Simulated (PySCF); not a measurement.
Species: C3H4F2.
Atom-mapped SMILES: `[F:1][C@@H:2]1[CH2:3][C@H:4]1[F:5]` (hydrogens: H6 on C2; H7, H8 on C3; H9 on C4)

Computed, not measured: PySCF, PBE0-D3(BJ)/def2-SVP geometry optimisation, gas phase.

Problem. Give the optimised bond lengths and angles.

Solution. 
| bond | length (pm) | order |
| --- | --- | --- |
| F1–C2, C4–F5 | 135.3 | single |
| C2–C3, C3–C4 | 149.7 | single |
| C2–C4 | 148.1 | single |
| C2–H6, C4–H9 | 109.5 | single |
| C3–H7, C3–H8 | 109.3 | single |

Bonds in one row agree within 1 pm and their mean is given. Orders are formal, as drawn. A selection of angles:
| angle | degrees |
| --- | --- |
| F1–C2–C3 | 118.8 |
| F1–C2–C4 | 118.5 |
| F1–C2–H6 | 113.2 |
| C3–C2–C4 | 60.4 |
| C3–C2–H6 | 118.4 |
| C4–C2–H6 | 117.8 |
| C2–C3–C4 | 59.3 |
| C2–C3–H7 | 118.0 |
| H7–C3–H8 | 115.8 |
| C2–C4–F5 | 118.4 |

Dihedral angles: F1–C2–C3–C4 -108° (anticlinal); C2–C3–C4–F5 -108° (anticlinal); F1–C2–C4–C3 109° (anticlinal).

The 3-membered ring C2–C3–C4 has internal angles of 59.3° to 60.4°.

Point group: C2 (tolerance 0.08 Å). Not checked by PBE0-D3(BJ)/def2-SVP frequencies.
